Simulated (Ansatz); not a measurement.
Q: Name a neutral molecule of Al, O and H with HOMO–LUMO gap (PBE0/def2-TZVPP) between 8.90 and 9.20 eV and size of the dipole moment (B3LYP/def2-TZVPP) between 2.20 and 2.50 D (Ansatz, PBE0-D4/def2-TZVP geometry).

A: `[OH][AlH][OH]` (8.96 eV, 2.39 D). Other molecules can fit too; these were computed, each in one conformer that needn't be the lowest.

B3LYP here is the variant with VWN-RPA as its local correlation; programs differ in this.
